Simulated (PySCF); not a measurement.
Isomers of C5H5Cl, one conformer each. Theory: core-valence-separated Tamm–Dancoff BHandHLYP/aug-pcX-1 (pcseg-1 on H, def2-SVPD on Cl) in PySCF, non-relativistic, gas phase, PBE0-D3(BJ)/def2-SVP geometry. Absolute energies from this functional tend to lie a few eV below measured edges; no shift was applied.

P. `CC1=CC/1=C\Cl`
Q. `C=CC#CCCl`

Main lines, eV (oscillator strength):
1. C K: 282.2 (0.060), 283.0 (0.050), 283.3 (0.059), 283.4 (0.065), 283.6 (0.033)
2. C K: 283.1 (0.060), 283.2 (0.071), 284.5 (0.077), 285.0 (0.053), 285.1 (0.050)
Listed: the first five lines at most of each edge with a tenth or more of its strongest line's intensity; roots within 0.03 eV on the same or equivalent atoms are summed. Only the lowest roots were sought, and the top ones are left out.

**Question.** Which spectrum belongs to which isomer?

**Answer.** 1 = Q, 2 = P.
- P: first C line listed at 283.1 eV, hole on the alkene CH carbon (1s→π*).
- Q: first C line listed at 282.2 eV, hole on the terminal =CH2 carbon (1s→π*).

**Question.** What are the ground-state energies of the isomers at BHandHLYP/aug-pcX-1 (pcseg-1 on H, def2-SVPD on Cl), relative to the lowest?

**Answer.** P 69.4, Q 0.0 kJ/mol (electronic energies on these geometries, no dispersion or zero-point terms).
